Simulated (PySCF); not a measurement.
SN: frontier orbitals

MN15 at R = 1.510 Å; S pcseg-1, N pcseg-1; no relativity (PySCF 2.14). State: ²Π (doublet), unpaired electrons π ↑. Only the outer orbitals are listed, counted within each symmetry.

```tsv
spin	orbital	occ.	ε (eV)	on S (%)	main shells (%)
α	5σ	1	-26.91	43	50 N s, 32 S s, 9 S p
α	6σ	1	-17.40	70	56 S s, 27 N s, 13 S p
α	2π	1	-12.38	47	53 N p, 46 S p
α	7σ	1	-11.95	35	50 N p, 29 S p, 15 N s
α	2π	1	-11.70	56	55 S p, 43 N p
α	3π	1	-6.85	57	55 S p, 43 N p
α	3π	0	-2.86	48	52 N p, 45 S p
α	8σ	0	2.27	103	81 S p, 13 S d, 10 S s
α	4π	0	7.81	102	101 S p
β	5σ	1	-26.21	46	46 N s, 36 S s, 9 S p
β	6σ	1	-16.70	69	54 S s, 28 N s, 15 S p
β	2π	1	-11.41	61	59 S p, 39 N p
β	7σ	1	-11.32	34	49 N p, 28 S p, 16 N s
β	2π	1	-10.79	64	63 S p, 36 N p
β	3π	0	-2.39	44	56 N p, 41 S p
β	3π	0	-1.76	41	59 N p, 38 S p
β	8σ	0	2.48	103	82 S p, 12 S d, 9 S s
```

Question: Which are the highest filled and the lowest empty level, where do they sit, and how wide is the gap?

Answer: Highest filled α 3π at -6.85 eV (in %: 55 S p, 43 N p); lowest empty α 3π at -2.86 eV (in %: 52 N p, 45 S p); the gap at MN15 is 3.99 eV. Both belong to one degenerate shell, split only by its one-sided filling, so this is no excitation gap.

```
bond order (Mayer)                             : 2.41
⟨S²⟩                                           : 0.754
charge on S (Mulliken, basis-dependent)        : 0.18
charge on S (Löwdin, basis-dependent)          : 0.27
dipole moment (positive dipole means S(−)N(+)) : -1.73 D
```

Shares are Mulliken populations and can fall outside 0 to 100 %.

The state is the lowest determinant that a PBE0 search found; another state may lie lower at other levels.
